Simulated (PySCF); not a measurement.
## TDDFT excited states: C6H12

2,3-dimethyl-2-butene, C₆H₁₂.
InChI=1S/C6H12/c1-5(2)6(3)4/h1-4H3

The calculation used PySCF, TDDFT CAM-B3LYP/def2-SVPD, vertical, gas phase, core orbitals frozen in the response. Geometry: PBE0-D3(BJ)/def2-SVP; no solvent, vibrations or thermal averaging.

```csv
state,λ (nm),E (eV),f,"main configurations (H = HOMO, L = LUMO)"
S1,202.5,6.12,0.0062,H→L (95%)
S2,180.8,6.86,0.604,H→L+1 (97%)
S3,177.2,7.00,0.0001,H→L+2 (97%)
S4,173.6,7.14,0.0001,H→L+3 (98%)
S5,163.9,7.57,0.0094,H→L+5 (95%)
S6,152.6,8.12,0.0000,H→L+4 (98%)
S7,149.2,8.31,0.0000,H-1→L+1 (92%)
S8,145.3,8.53,0.0000,H→L+6 (96%)
S9,144.3,8.59,0.044,H→L+7 (98%)
S10,140.6,8.82,0.0000,H→L+8 (91%)
```

Triplets, Tamm–Dancoff:

```json
{"state": "T1", "E (eV)": "4.15", "λ (nm)": "299.1", "main configurations (H = HOMO, L = LUMO)": "H→L+1 (89%)"}
{"state": "T2", "E (eV)": "6.02", "λ (nm)": "206.0", "main configurations (H = HOMO, L = LUMO)": "H→L (93%)"}
{"state": "T3", "E (eV)": "6.90", "λ (nm)": "179.7", "main configurations (H = HOMO, L = LUMO)": "H→L+2 (95%)"}
{"state": "T4", "E (eV)": "7.09", "λ (nm)": "174.8", "main configurations (H = HOMO, L = LUMO)": "H→L+3 (98%)"}
```

The lowest singlet comes at 202 nm (591 kJ/mol) in the ultraviolet; it is weak; its leading configuration is HOMO→LUMO (95%). The strongest level in the table is S2 at 6.86 eV (181 nm, f = 0.604). Löwdin shares by element: HOMO carbon 74% or more (atoms not listed hold the other 26%); LUMO carbon 46% or more (atoms not listed hold the other 54%). The listed states span 2.69 eV, and the widest gap between neighbours is 0.73 eV (S1 to S2). Of the 10 states listed, 2 reach f = 0.01 and 6 stay under 0.0005. The oscillator strengths of these states sum to 0.663; summed over the whole spectrum of an exact calculation they would give the number of electrons, 48 (Thomas–Reiche–Kuhn). No computed singlet lies in the visible range (380 to 750 nm); the lowest, at 202 nm, stands 2.86 eV above its violet end (3.26 eV). From S8 up the states lie above the vertical ionisation energy of 8.33 eV (ΔSCF), that is within the continuum, which a finite basis only mimics. Singlets were solved by full linear response, triplets in the Tamm–Dancoff approximation.
